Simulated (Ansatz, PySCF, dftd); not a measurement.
Species: C3H7, charge 0, doublet. C3H7 (SMILES C[CH]C, doublet).
B3LYP-D3(BJ)/def2-TZVP minimum from Ansatz (a program for electronic structure):
```xyz
10

C      0.0078     0.5370    -0.0037
C      0.0099    -0.1884     1.2924
C      0.0104    -0.2064    -1.2896
H     -0.1967     1.6000    -0.0111
H      0.1792     0.4802     2.1373
H      0.1802     0.4505    -2.1437
H     -0.9463    -0.7046     1.4747
H      0.7800    -0.9680     1.3143
H      0.7806    -0.9861    -1.3004
H     -0.9456    -0.7250    -1.4652
```
Charge 0, spin multiplicity 2.

Quantity: enthalpy of formation at 298 K (by atomisation, with ideal-gas terms from PySCF's Hessian at B3LYP-D3(BJ)/def2-TZVP and the atoms' measured values of the G2/97 table; no spin-orbit terms), in kJ/mol. Radicals and triplets start from unrestricted determinants; spin-orbit coupling is neglected. Cores are frozen in correlated methods. Rows without X2C or -DK are non-relativistic. CBS(X,Y): correlation extrapolated as X^-3, Hartree-Fock from the larger set. A bracket is a step between two methods taken in the basis named. The functionals are non-relativistic, so their misses hold any scalar relativity. 'core' is core correlation in cc-pwCVTZ, 'X2C' scalar relativity in cc-pVTZ-DK, both at CCSD(T). For partners of very few electrons the exact lower level stands in for a higher one.

Measured: 21.5 kcal/mol, 90.0 kJ/mol (G2/97 table in ASE (Curtiss et al.)); atomic spin-orbit terms, which the calculations lack, would raise the computed values.

```tsv
level	program	enthalpy of formation at 298 K (kJ/mol)	error against that value
HF/cc-pVQZ	Ansatz	952.1	862.1
PBE-D3(BJ)/def2-TZVPD	Ansatz + dftd3	22.3	-67.7
B3LYP/def2-TZVPD	Ansatz	95.3	5.3
PBE0-D4/def2-TZVPD	Ansatz + dftd4	59.4	-30.6
CCSD/aug-cc-pVTZ	Ansatz	193.6	103.6
CCSD/CBS(cc-pVTZ,cc-pVQZ)	Ansatz	136.9	46.9
CCSD(T)/CBS(cc-pVTZ,cc-pVQZ) + core + X2C	Ansatz	85.4	-4.6
CCSDT(Q)/cc-pVDZ	Ansatz	335.4	245.4
CCSD(T)/CBS(cc-pVTZ,cc-pVQZ) + [CCSDT(Q) - CCSD(T)]/cc-pVDZ + core + X2C	Ansatz	83.9	-6.1
```
